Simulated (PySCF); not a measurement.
C4H7O (doublet state).
Z-matrix (Å and degrees, GFN2-xTB geometry), rows numbered from 1:
```
C 
C   1  1.2916
C   2  1.4644  1  143.58
O   3  1.4148  2  114.37  1   153.43
C   4  1.4047  3  112.73  2    61.21
H   1  1.0925  2  124.09  3    -1.70
H   1  1.0808  2  121.98  3   178.20
H   3  1.1002  2  110.74  1    35.82
H   3  1.1058  2  108.56  1   -83.91
H   5  1.0877  4  106.72  3  -177.02
H   5  1.0974  4  110.68  3   -57.48
H   5  1.0982  4  111.31  3    63.47
```

The hyperfine couplings belong to this conformer and change with its torsions.

Identity: `C(OC)[C]=C` [radical].

Method used: UKS B3LYP, pcH-1 on C H O, non-relativistic, mean-field spin-orbit, GIAO (PySCF 2.14.0). The structure is a single GFN2-xTB conformer in the gas phase; no vibrational or solvent corrections. Couplings are sensitive to structure, and on GFN2-xTB geometries they can be far from those on DFT ones.

Q: What are Nα, Nβ and the exact ⟨S²⟩?

A: 39 electrons with 2S = 1: 20 α and 19 β; S(S+1) = 0.75.

Mulliken spin populations, one withheld:

```json
{"atom": "C1", "bound to": "C2, H6, H7", "population": "-0.1693"}
{"atom": "C2", "bound to": "C1, C3", "population": "?"}
{"atom": "C3", "bound to": "C2, O4, H8, H9", "population": "-0.0284"}
{"atom": "O4", "bound to": "C3, C5", "population": "+0.0119"}
{"atom": "C5", "bound to": "O4, H10, H11, H12", "population": "+0.0164"}
{"atom": "H6", "bound to": "C1", "population": "+0.0937"}
{"atom": "H7", "bound to": "C1", "population": "+0.0505"}
{"atom": "H8", "bound to": "C3", "population": "+0.0457"}
{"atom": "H9", "bound to": "C3", "population": "+0.0049"}
{"atom": "H10", "bound to": "C5", "population": "-0.0004"}
{"atom": "H11", "bound to": "C5", "population": "-0.0029"}
{"atom": "H12", "bound to": "C5", "population": "+0.0005"}
```

Q: Fill in the missing population.

A: 1 − (0.0226) gives +0.977, since all populations sum to 2S.

Q: Sum the populations by element and by sign.

A: Carbon +0.80, hydrogen +0.19, oxygen +0.01. The positive populations sum to 1.20, the negative ones to -0.20.

Q: The run gives ⟨S²⟩ = 0.7586. What does that say of the overlap of α and β orbitals, and of the weight of higher spin?

A: For a single determinant ⟨S²⟩ = S(S+1) + Nβ − Σ|⟨iα|jβ⟩|², so the squared overlaps of occupied orbitals sum to 19 − 0.0086 = 18.9914. If the quartet state (S + 1) were the only admixture, its weight would be 0.0086/(2S + 2) = 0.29 %.

Q: What Fermi-contact NMR shifts do the couplings of C1, C3, C5, H8/H9, H10/H11/H12 imply at 250 K (Curie law, g = gₑ)?

A: δ = a_FC·h·gₑ μB S(S+1)/(3 g_N μN kT), with k/h = 20836.6 MHz/K:

| nuclei | isotope | a_FC (MHz) | g_N | contact shift (ppm) |
| --- | --- | --- | --- | --- |
| C1 | 13C | -17.18 | 1.4048 | -2158 |
| C3 | 13C | -8.98 | 1.4048 | -1128 |
| C5 | 13C | 5.11 | 1.4048 | +641 |
| H8/H9 | 1H | 46.01 | 5.5857 | +1453 |
| H10/H11/H12 | 1H | 0.62 | 5.5857 | +20 |

All at the stated temperature. Entries for several nuclei are means.

Means are taken over nuclei equivalent by connectivity, which assumes that they swap fast. The 1H value of +46.0 MHz is a mean of couplings from 6.3 to 85.7 MHz in this one geometry, not an average over conformers.

Time: 23 s of wall time (grids of density and orbitals included); peak memory 0.67 GiB. Hardware: an Arm Neoverse V1 with one thread, no GPU, shared host with 32 logical CPUs at a one-minute load of 14.
